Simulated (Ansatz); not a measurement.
`O[SiH2]F` → H–F + `O[SiH]` at 400 K and 1 bar (silylene formation by 1,1-elimination).

Program: Ansatz. Geometries: PBE0-D4/def2-TZVP. ΔE: electronic, gas phase. CBS: MP2 limit from def2 TZ/QZ plus the TZ coupled-cluster correction, frozen cores. This one scheme is used for every species. Each species was taken in one conformer, which may not be the lowest.

| species | CCSD(T)/CBS energy (Eh) | H − E (kJ/mol) | S (J/(mol·K)) |
| --- | --- | --- | --- |
| `O[SiH2]F` | -465.96250 | 110.6 | 296.9 |
| H–F | -100.39570 | 36.5 | 182.2 |
| `O[SiH]` | -365.43832 | 70.5 | 255.7 |

H − E and S are ideal-gas, rigid-rotor, harmonic terms from PBE0-D4/def2-TZVP, for one conformer and one mirror image of each species. 1 Eh = 2625.50 kJ/mol, R = 8.31446 J/(mol·K).

**Question.** By hand: ΔE, ΔH, ΔS and ΔG.

**Answer.** ΔE = (-100.39570) + (-365.43832) − (-465.96250) = 0.12848 Eh = 337.3 kJ/mol. Δ(H − E) = 36.5 + 70.5 − 110.6 = -3.6, so ΔH = 333.7 kJ/mol. ΔS = 182.2 + 255.7 − 296.9 = 141.0 J/(mol·K). ΔG = 333.7 − 400 × (141.0)/1000 = 277.3 kJ/mol.

**Question.** By hand: the equilibrium constant, and the temperature at which ΔG would vanish if ΔH and ΔS stayed fixed.

**Answer.** log₁₀ K = −ΔG/(RT ln 10) = -36.2. ΔG = 0 at ΔH/ΔS = 2367 K.

The number of gas molecules changes by +1, which sets the sign of ΔS. A doubt of 5 kJ/mol in ΔE shifts log₁₀ K by 0.7 here. Other conformers and mirror images would add mixing entropy, several J/(mol·K) or more a flexible species. These are equilibria of isolated gas molecules and say nothing of rates. Largest T1 diagnostic: 0.016 (customary marks: 0.02 for closed shells, 0.045 for open ones).
